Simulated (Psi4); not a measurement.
# SiNH5F+ (SMILES [NH3+][SiH2]F): a chain of runs

Aim: a geometry optimisation (HF/cc-pVTZ), then vibrational wavenumbers of SiNH5F+. 

The calculation is run with Psi4 1.11.

### Step 1. The structure to begin with

SiNH5F+: 8 atoms, total charge +1, spin state singlet. As SMILES, `[NH3+][SiH2]F`. The shape is that of a GFN2-xTB optimisation. The run starts from this shape.

Bond lengths: N1–Si2 1.922 Å, Si2–F3 1.584 Å, N1–H4 1.025 Å, N1–H5 1.025 Å, N1–H6 1.022 Å, Si2–H7 1.444 Å, Si2–H8 1.444 Å. Some angles: N1–Si2–F3 95.1°, N1–Si2–H7 103.5°, N1–Si2–H8 103.6°, F3–Si2–H7 110.8°, F3–Si2–H8 110.8°, Si2–N1–H4 110.9°, Si2–N1–H5 110.8°, Si2–N1–H6 113.8°, H7–Si2–H8 127.3°, H4–N1–H5 106.3°.

### Step 2. A geometry optimisation at HF/cc-pVTZ (density fitting) (run 1)

File calc.dat:

```
memory 1600 MB

molecule mol {
  1 1
  N     -0.535820     0.589390    -0.466360
  Si     0.506880    -0.604250     0.621480
  F      1.429750    -1.105450    -0.564460
  H     -1.007460     0.078820    -1.220220
  H      0.064380     1.284690    -0.922250
  H     -1.254260     1.099540     0.052300
  H      1.234300     0.284380     1.496420
  H     -0.437760    -1.627130     1.003090
  units angstrom
  symmetry c1
}

set {
  geom_maxiter 60
}

E, wfn = optimize('hf/cc-pVTZ', return_wfn=True)
```

Command:

```console
psi4 -i calc.dat -o calc.out -n 1
```

calc.out:

```text
[...]
  Running in c1 symmetry.
[...]
  Nuclear repulsion =  125.505317637637845
[...]
  Multiplicity = 1
[...]
  Nalpha       = 17
  Nbeta        = 17
[...]
    Number of basis functions: 164
[...]
   @DF-RHF iter   1:  -445.56801589861220   -3.59452e-01   2.59707e-03 DIIS/ADIIS
[...]
   @DF-RHF iter   6:  -445.66241050021398   -1.76215e-12   5.30782e-09 DIIS
[...]
  @DF-RHF Final Energy:  -445.66241050021398
   => Energetics <=
    Nuclear Repulsion Energy =            126.9102558808311443
    One-Electron Energy =                -861.8007158572148683
    Two-Electron Energy =                 289.2280494761697014
    Total Energy =                       -445.6624105002139800
[...]
 Multipole Moments:
 ------------------------------------------------------------------------------------
     Multipole            Electronic (a.u.)      Nuclear  (a.u.)        Total (a.u.)
 ------------------------------------------------------------------------------------
 L = 1.  Multiply by 2.5417464519 to convert [e a0] to [Debye]
 Dipole X            :          2.8418732           -4.6160276           -1.7741545
 Dipole Y            :         -2.2240203            3.7753315            1.5513113
 Dipole Z            :         -1.0607413            1.0850907            0.0243494
 Magnitude           :                                                    2.3568588
[...]
  -Total Gradient:
     Atom            X                  Y                   Z
    ------   -----------------  -----------------  -----------------
       1        0.000000837507    -0.000011125165     0.000001198939
       2       -0.000005780357    -0.000001917806     0.000036484818
       3        0.000010472191     0.000007198971    -0.000054940096
       4        0.000001609096     0.000007619533     0.000003148034
       5        0.000001284523    -0.000007920294    -0.000001430599
       6        0.000002917668     0.000006172769    -0.000018771033
       7       -0.000017481223    -0.000010622314     0.000015073277
       8        0.000006140594     0.000010594308     0.000019236658
[...]
    Final optimized geometry and variables:
    Molecular point group: c1
    Full point group: C1
    Geometry (in Angstrom), charge = 1, multiplicity = 1:
    N           -1.033890142880     1.023449957256    -0.453251410143
    SI           0.011766104204    -0.156271413879     0.571066166595
    F            0.955121330913    -0.700808777817    -0.538736246713
    H           -1.516427594523     0.537780612838    -1.195258242223
    H           -0.464631103395     1.731831120242    -0.893088343642
    H           -1.735472518268     1.503972980510     0.090012310051
    H            0.685287198657     0.700568161412     1.535289647041
    H           -0.935039053327    -1.145404364168     1.063709668492
    Psi4 run time: 0:00:11.53
[...]
```

Standard output:

```text
Optimizer: Optimization complete!
```

It took 12 s on 1 thread of AMD EPYC 9R45 (Zen 5), shared host; peak memory 0.44 GiB.

Steps, from the record of the run:

| step | energy from the first frame kept (eV) | largest force (eV/Å) |
| --- | --- | --- |
| 0 | 0.0000 | 2.2065 |
| 1 | -0.0862 | 0.7078 |
| 2 | -0.0988 | 0.0736 |
| 3 | -0.0996 | 0.0212 |
| 4 | -0.0996 | 0.0060 |
| 5 | -0.0996 | 0.0029 |

After the run. Bond lengths: N1–Si2 1.880 Å, Si2–F3 1.555 Å, N1–H4 1.010 Å, N1–H5 1.010 Å, N1–H6 1.009 Å, Si2–H7 1.455 Å, Si2–H8 1.455 Å. Some angles: N1–Si2–F3 99.7°, N1–Si2–H7 104.4°, N1–Si2–H8 104.4°, F3–Si2–H7 113.5°, F3–Si2–H8 113.5°, Si2–N1–H4 111.4°, Si2–N1–H5 111.3°, Si2–N1–H6 113.1°, H7–Si2–H8 118.5°, H4–N1–H5 106.7°.

### Step 3. The harmonic vibrations at HF/cc-pVTZ (density fitting) (run 2)

File fh5nsi.in:

```
memory 1600 MB

molecule {
  1 1
  N     -0.542672     0.591375    -0.444991
  Si     0.502984    -0.588346     0.579327
  F      1.446340    -1.132883    -0.530476
  H     -1.025209     0.105706    -1.186998
  H      0.026587     1.299756    -0.884828
  H     -1.244254     1.071898     0.098273
  H      1.176506     0.268493     1.543550
  H     -0.443821    -1.577479     1.071970
}

set {
  reference                  rhf
  t                          600.0
  rotational_symmetry_number 1
}

E, wfn = freq('hf/cc-pVTZ', return_wfn=True)
```

Command:

```console
psi4 -n 1 fh5nsi.in fh5nsi.out
```

fh5nsi.out, cut to the lines that bear on the results:

```text
[...]
  Running in c1 symmetry.
[...]
  Nuclear repulsion =  126.910242285866261
[...]
  Multiplicity = 1
[...]
  Nalpha       = 17
  Nbeta        = 17
[...]
    Number of basis functions: 164
[...]
   @DF-RHF iter   1:  -445.57332297756659   -2.66599e-01   2.58264e-03 DIIS/ADIIS
[...]
  -Total Gradient:
     Atom            X                  Y                   Z
    ------   -----------------  -----------------  -----------------
       1        0.000000622706    -0.000011177774     0.000001057826
       2       -0.000006271781    -0.000001669849     0.000037130037
       3        0.000010880444     0.000007012431    -0.000055378918
       4        0.000001776779     0.000007763867     0.000003229587
       5        0.000001209660    -0.000007994577    -0.000001445647
       6        0.000003046922     0.000006117088    -0.000018757835
       7       -0.000017471769    -0.000010696288     0.000014989381
       8        0.000006207041     0.000010645104     0.000019175573
[...]
   @DF-RHF iter  10:  -445.66241050044766   -1.69393e-11   4.80413e-09 DIIS
[...]
  @DF-RHF Final Energy:  -445.66241050044766
   => Energetics <=
    Nuclear Repulsion Energy =            126.9102422858662607
    One-Electron Energy =                -861.8006941280326600
    Two-Electron Energy =                 289.2280413417187219
    Total Energy =                       -445.6624105004476633
[...]
  ==> Harmonic Vibrational Analysis <==
[...]
  Freq [cm^-1]                 132.3779            264.7397            596.8787
[...]
  IR activ [km/mol]             0.5035             21.2397              6.8210
[...]
  Freq [cm^-1]                 620.9943            753.1165            849.3218
[...]
  IR activ [km/mol]            31.5222             49.1790             65.3369
[...]
  Freq [cm^-1]                 966.7928            972.5563           1008.3125
[...]
  IR activ [km/mol]            41.5221             96.8109             113.1150
[...]
  Freq [cm^-1]                1066.4331           1550.4283           1760.8475
[...]
  IR activ [km/mol]            254.4940            204.5429            39.7383
[...]
  Freq [cm^-1]                1766.6075           2441.9881           2469.0718
[...]
  IR activ [km/mol]            43.6895             18.8155             44.3253
[...]
  Freq [cm^-1]                3595.7060           3680.6335           3686.5795
[...]
  IR activ [km/mol]            93.1838             136.8235            130.8687
[...]
```

Standard output:

```text
Warning: used thermodynamics relations inappropriate for low-frequency modes: ['132.3779' '264.7397' '596.8787' '620.9943']
```

Run time: 2.4 min. Hardware: 1 thread of AMD EPYC 9R45 (Zen 5), shared host; peak memory 0.58 GiB.

### Step 4. What came out

```
                                                                 quantity             value
                               run 1, HF/cc-pVTZ: total energy at the end     -445.66241 Eh
                                           run 1, HF/cc-pVTZ: HOMO energy         -19.19 eV
                                           run 1, HF/cc-pVTZ: LUMO energy          -2.49 eV
                                         run 1, HF/cc-pVTZ: HOMO–LUMO gap          16.70 eV
                            run 2, HF/cc-pVTZ: lowest harmonic wavenumber          132 cm⁻¹
                           run 2, HF/cc-pVTZ: highest harmonic wavenumber         3687 cm⁻¹
                                     run 2, HF/cc-pVTZ: zero-point energy      168.6 kJ/mol
run 2, HF/cc-pVTZ: ideal-gas entropy at 600 K (symmetry number 1 as used)  82.9 cal/(mol K)
```

What this shows: The optimisation (run 1, HF/cc-pVTZ) took 6 steps and changed the energy by -0.100 eV. All 18 modes (run 2, HF/cc-pVTZ) are real, so the shape is a minimum at this level.
